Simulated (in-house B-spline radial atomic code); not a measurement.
Results of a calculation; reference values are marked as such.
## Mg at several levels of theory

Ground configuration [Ne] 3s2. All numbers come from a B-spline radial code for spherical atoms, all electrons, at the radial basis limit. Mean-field, RPA, GW and linear-response runs are scalar-relativistic (one-electron X2C), no spin-orbit coupling, without Breit or QED terms, open shells spin-polarised at highest spin; the many-body runs on Dirac-Hartree-Fock orbitals are four-component, and their energies hold both.

**Ionisation energy.** The reference is 7.646 eV (NIST, measured).

| method | value (eV) | minus reference (eV) |
| --- | --- | --- |
| minus the highest LDA VWN5 level | 4.78 | -2.87 |
| LDA VWN5, difference of total energies | 7.73 | +0.09 |
| minus the highest PBE level | 4.71 | -2.94 |
| PBE, difference of total energies | 7.62 | -0.02 |
| G0W0 on PBE | 7.52 | -0.12 |
| exact exchange + RPA on PBE | 8.04 | +0.39 |
| exact exchange + RPA + SOSEX on PBE | 7.67 | +0.03 |
| minus the highest r2SCAN level | 4.82 | -2.83 |
| r2SCAN, difference of total energies | 7.38 | -0.27 |
| minus the highest PBE0 level | 5.43 | -2.21 |
| PBE0, difference of total energies | 7.55 | -0.09 |
| G0W0 on PBE0 | 7.68 | +0.03 |
| minus the highest B3LYP (VWN-RPA) level | 5.30 | -2.35 |
| B3LYP (VWN-RPA), difference of total energies | 7.73 | +0.09 |
| minus the highest CAM-B3LYP level | 6.49 | -1.15 |
| minus the highest LC-wPBE level | 7.50 | -0.14 |
| minus the highest Hartree-Fock level | 6.90 | -0.75 |
| Hartree-Fock, difference of total energies | 6.62 | -1.03 |
| G0W0 on Hartree-Fock | 7.70 | +0.05 |
| MP2, difference of total energies | 7.45 | -0.19 |
| CI + MBPT for the two outer electrons | 7.64 | -0.01 |
| Dirac-Fock + self-energy with TDHF screening (3s1/2) | 7.29 | -0.36 |

(1) Which methods come closest, and which lies farthest off?

**Static dipole polarisability and C6** of two like species, by linear response:

| method | α (bohr³) | C6 (hartree·bohr⁶) |
| --- | --- | --- |
| LDA VWN5 | 71.01 | 618.3 |
| PBE | 73.64 | 654.3 |
| PBE0 | 74.61 | 669.5 |
| B3LYP (VWN-RPA) | 71.91 | 631.2 |
| CAM-B3LYP | 71.63 | 628.7 |
| LC-wPBE | 76.53 | 697.6 |
| TDHF | 81.17 | 760.8 |
| relativistic RPA (four-component TDHF) | 81.16 | 760.6 |

(2) What mean excitation energy do α and C6 imply in London's formula C6 = (3/4) α² ω?

(3) How do these compare with the recommended polarisability?

**Lowest terms** (eV, full linear response; a dash marks a state above the method's threshold or not assigned, «imaginary» a triplet instability of the closed-shell solution):

```json
{"method": "LDA VWN5", "3s → 3p 3P": "2.744", "3s → 3p 1P": "4.223", "3s → 4s 3S": "-"}
{"method": "PBE", "3s → 3p 3P": "2.338", "3s → 3p 1P": "4.160", "3s → 4s 3S": "4.507"}
{"method": "PBE0", "3s → 3p 3P": "2.227", "3s → 3p 1P": "4.189", "3s → 4s 3S": "4.678"}
{"method": "B3LYP (VWN-RPA)", "3s → 3p 3P": "2.626", "3s → 3p 1P": "4.209", "3s → 4s 3S": "4.662"}
{"method": "CAM-B3LYP", "3s → 3p 3P": "2.568", "3s → 3p 1P": "4.262", "3s → 4s 3S": "4.860"}
{"method": "LC-wPBE", "3s → 3p 3P": "1.929", "3s → 3p 1P": "4.205", "3s → 4s 3S": "4.995"}
{"method": "TDHF", "3s → 3p 3P": "1.125", "3s → 3p 1P": "4.038", "3s → 4s 3S": "4.328"}
{"method": "BSE on G0W0@HF", "3s → 3p 3P": "2.917", "3s → 3p 1P": "4.889", "3s → 4s 3S": "5.232"}
{"method": "CI + MBPT, average over J", "3s → 3p 3P": "2.707", "3s → 3p 1P": "4.342", "3s → 4s 3S": "5.105"}
{"method": "measured, average over J (NIST)", "3s → 3p 3P": "2.714", "3s → 3p 1P": "4.346", "3s → 4s 3S": "5.108"}
```

(4) Which methods give these terms best?

Run times on one thread of shared hosts: mean field, RPA, SOSEX and G0W0 on PBE, for the atom and its ion, 4.8 s (Arm Neoverse N1); TDDFT with PBE, 0.6 s (Arm Neoverse N1); G0W0 and BSE, 14 s (Arm Neoverse N1); CI + MBPT, 65 s (Intel Xeon Platinum 8488C); removal energies by the self-energy, 4 s (Arm Neoverse V2).

Answers

(1) Closest: CI + MBPT for the two outer electrons (-0.01 eV) and PBE, difference of total energies (-0.02 eV). Farthest: minus the highest PBE level (-2.94 eV). The PBE level misses by -2.9 eV while the PBE energy difference misses by -0.02 eV: the semilocal potential lacks the −1/r tail and the energy is convex in the electron number, but total energies at whole numbers are far better.

(2) LDA VWN5: ω = 0.163 hartree; relativistic RPA (four-component TDHF): ω = 0.154 hartree. A method that puts the excitations lower gives a larger α and a smaller ω.

(3) The recommended value is 71.2 bohr³ (Schwerdtfeger and Nagle, table of static dipole polarizabilities (2023 update)). The methods run from 0 % to +14 %; LDA VWN5 is nearest (0 %).

(4) Mean absolute differences from the measured values, for methods that give all terms: CI + MBPT, average over J 0.00 eV; CAM-B3LYP 0.16 eV; B3LYP (VWN-RPA) 0.22 eV; BSE on G0W0@HF 0.29 eV; LC-wPBE 0.35 eV; PBE0 0.36 eV; PBE 0.39 eV; TDHF 0.89 eV. Triplets fall as the share of exact exchange grows, since unscreened exchange drives the closed shell towards a triplet instability.
